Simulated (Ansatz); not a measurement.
The input, for Ansatz 0.2.0:

```yaml
crystal:
  periodic: [false, false, false]
  atoms:
    - {symbol: P, position_ang: [0.005275, 0.005243, -0.005260]}
    - {symbol: H, position_ang: [0.812448, 0.815526, 0.803241]}
    - {symbol: H, position_ang: [-0.988887, -0.983032, 0.986225]}
    - {symbol: H, position_ang: [-0.801048, 0.812261, -0.817865]}
    - {symbol: H, position_ang: [0.815403, -0.805880, -0.809953]}
basis:
  gaussian: {orbitals: 6-31G}
total_charge: 1
correlation: {active_space: {window: {electrons: 2, orbitals: 2}, states: [{multiplicity: 1, weights: [1, 1]}], root: 5}}
```

```sh
$ ansatz run in.yaml --threads 1 --pin off --events-out ev --progress --plain --max-ram 2393MiB
```

Question: What does the program do with this input?

Answer: Refused. The input was made wrong on purpose (root beyond the states), so the run isn't a sound calculation of what was asked.
```
Error: the active space averages no state 5, counted from zero
```
